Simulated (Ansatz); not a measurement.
Black phosphorus was calculated with PBEsol (PAW; Ansatz, an electronic-structure program).

Numerical settings: plane-wave cutoff 500 eV, 10×8×10 k mesh (along the axes of the cell as run), Fermi–Dirac smearing 0.05 eV, scalar-relativistic PAW data made under PBE.

Computed at the level's own relaxed cell.

Q: Predict the volume per atom, equilibrium lattice constant a, lattice parameter b and lattice parameter c.

A: 
- volume per atom: 17.90 Å³/atom
- equilibrium lattice constant a: 3.318 Å
- lattice parameter b: 10.294 Å
- lattice parameter c: 4.193 Å

Measured, for comparison: equilibrium volume per atom 18.97 Å³/atom (temperature not stated, no zero-point or thermal correction; as tabulated in Appalakondaiah et al. (2012), arXiv:1211.3512). Computed (rounded) less measured: equilibrium volume per atom -5.6 %.

Note: the cell comes from a level without a dispersion term, which matters for the spacing of layers, chains or molecules.

Computed values are for the static lattice.
